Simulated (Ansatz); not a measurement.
A structure drawn as `[C-]#[N+]C(C)(C)C`, with this starting geometry:

```xyz
15

C     2.404   -0.095    1.354
N     1.391   -0.053    0.785
C     0.163   -0.006    0.092
C    -0.953    0.236    1.113
C    -0.036   -1.348   -0.620
C     0.230    1.141   -0.921
H    -0.978   -0.568    1.846
H    -1.914    0.280    0.608
H    -0.789    1.175    1.638
H    -0.055   -2.161    0.102
H    -0.976   -1.341   -1.166
H     0.775   -1.528   -1.322
H     0.398    2.087   -0.412
H    -0.704    1.202   -1.474
H     1.044    0.978   -1.624
```

The species carries charge 0 and has multiplicity 1.

Task: Relax it with Ansatz at PBE-D4/def2-SVP and then PBE0-D4/def2-TZVP. Is the drawn bonding still there?

Result: Yes, every drawn bond is still there and no new one forms.

Task: Give the relaxed structure. (An estimate is asked.)

Result: The calculation gave: 
```xyz
15

C     0.6596    2.6663    0.4408
N     0.3825    1.5499    0.2568
C     0.0437    0.1776    0.0295
C    -0.1457   -0.4963    1.3851
C     1.1877   -0.4730   -0.7424
C    -1.2483    0.1346   -0.7808
H     0.7714   -0.4423    1.9737
H    -0.4055   -1.5465    1.2388
H    -0.9470   -0.0135    1.9467
H     2.1167   -0.4189   -0.1728
H     0.9530   -1.5228   -0.9289
H     1.3389    0.0264   -1.7006
H    -2.0596    0.6227   -0.2385
H    -1.5285   -0.9038   -0.9681
H    -1.1189    0.6395   -1.7393
```
All modes are real.

Atoms count as bonded under 1.1 times the sum of their covalent radii (H–H under 0.85 Å, pairs among N, O and F under 1.55 Å), and a drawn bond as lost past 1.3 times.
